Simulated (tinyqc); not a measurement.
Worked calculation: extended Hueckel theory, for PH2. Computed by tinyqc, a small Python program that keeps every step (integrals from PySCF). Settings: charge = 0, K = 2.0, weighted = 1, multiplicity = 2. Command: `OMP_NUM_THREADS=1 python tinyqc.py 25788 25789 out.jsonl` (the two numbers bound the seeds that draw the settings). One thread of a shared host (Intel(R) Xeon(R) Processor @ 2.60GHz), about 0.01 s of CPU time with the checks.

## Overlaps

Geometry (angstrom):
```
atom         x          y         z
P     0.000000   0.000000  0.000000
H     0.000000   1.090000  0.829000
H     0.000000  -1.090000  0.829000
```

Parameters chosen for this run:
```
element  shell  Slater exponent   H_ii (eV)
H           1s         1.300000  -13.600000
P           3s         1.750000  -18.600000
P           3p         1.300000  -14.000000
```

Slater orbitals, each expanded in six Gaussians scaled to its exponent.

overlap S, order 1P 3s, 1P 3px, 1P 3py, 1P 3pz, 2H 1s, 3H 1s:
```
[[1.000000, 0.000000, 0.000000, 0.000000, 0.415473, 0.415473],
 [0.000000, 1.000000, 0.000000, 0.000000, 0.000000, 0.000000],
 [0.000000, 0.000000, 1.000000, 0.000000, 0.442255, -0.442255],
 [0.000000, 0.000000, 0.000000, 1.000000, 0.336357, 0.336357],
 [0.415473, 0.000000, 0.442255, 0.336357, 1.000000, 0.075146],
 [0.415473, 0.000000, -0.442255, 0.336357, 0.075146, 1.000000]]
```

## Wolfsberg-Helmholz matrix

diagonal H_ii (eV): [-18.600000, -14.000000, -14.000000, -14.000000, -13.600000, -13.600000]

K = 2.000000

H_ij = K' S_ij (H_ii + H_jj)/2 for i != j (the diagonal keeps H_ii), with K' = K + D^2 + D^4 (1 - K), D = (H_ii - H_jj)/(H_ii + H_jj), K = 2.

H (eV), order 1P 3s, 1P 3px, 1P 3py, 1P 3pz, 2H 1s, 3H 1s:
```
[[-18.600000, 0.000000, 0.000000, 0.000000, -13.535641, -13.535641],
 [0.000000, -14.000000, 0.000000, 0.000000, 0.000000, 0.000000],
 [0.000000, 0.000000, -14.000000, 0.000000, -12.207507, 12.207507],
 [0.000000, 0.000000, 0.000000, -14.000000, -9.284425, -9.284425],
 [-13.535641, 0.000000, -12.207507, -9.284425, -13.600000, -2.043958],
 [-13.535641, 0.000000, 12.207507, -9.284425, -2.043958, -13.600000]]
```

## Orbitals

valence electrons = 7

Solve H C = S C e through S^(-1/2); fill by pairs from the bottom, a degenerate level sharing its electrons equally; each orbital has its largest coefficient positive (the first on a tie).

orbital energies (eV): [-22.716017, -18.934823, -15.136136, -14.000000, 13.484511, 24.617590]

occupations: [2.000000, 2.000000, 2.000000, 1.000000, 0.000000, 0.000000]

coefficients, order 1P 3s, 1P 3px, 1P 3py, 1P 3pz, 2H 1s, 3H 1s:
```
[[0.627343, 0.000000, -0.476461, 0.000000, 0.000000, 1.031946],
 [0.000000, 0.000000, 0.000000, 1.000000, 0.000000, 0.000000],
 [0.000000, 0.586723, 0.000000, 0.000000, 1.178450, 0.000000],
 [0.118837, 0.000000, 0.840534, 0.000000, 0.000000, 0.853614],
 [0.315070, 0.377642, 0.113868, 0.000000, -0.891226, -0.938372],
 [0.315070, -0.377642, 0.113868, 0.000000, 0.891226, -0.938372]]
```

sum of one-electron energies = -127.573951 eV

## Mulliken analysis

P = C n C^T; charge = valence electrons (H 1, P 5) minus the sum of (P S)_ii on the atom; overlap population = 2 sum P_ij S_ij between two atoms.

charges: [-0.180306, 0.090153, 0.090153]

Overlap populations:
```
pair      value
2-1    0.809431
3-1    0.809431
3-2   -0.009131
```
